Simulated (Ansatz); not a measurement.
## How the surface energy of the (100) face (lowest termination tried) of rock-salt MgO moves with the method

No measured value is used here.

```tsv
level (code)	value (J/m²)
PBE (Ansatz)	?
PBEsol (Ansatz)	1.02
RPBE (Ansatz)	0.74
r²SCAN (Ansatz)	1.09
HSE06 (Ansatz)	0.98
```

**Question.** Some entries are withheld; supply them.

**Answer.** 
- PBE (Ansatz, a quantum-chemistry and plane-wave program), value (J/m²): 0.88

Computed faces are unreconstructed. RPBE: the PAW data were made under another functional than the one run. Each level is taken at its own relaxed cell. Ansatz's density-functional and Hartree–Fock values are scalar-relativistic unless marked +SOC, with PAW data made under PBE.
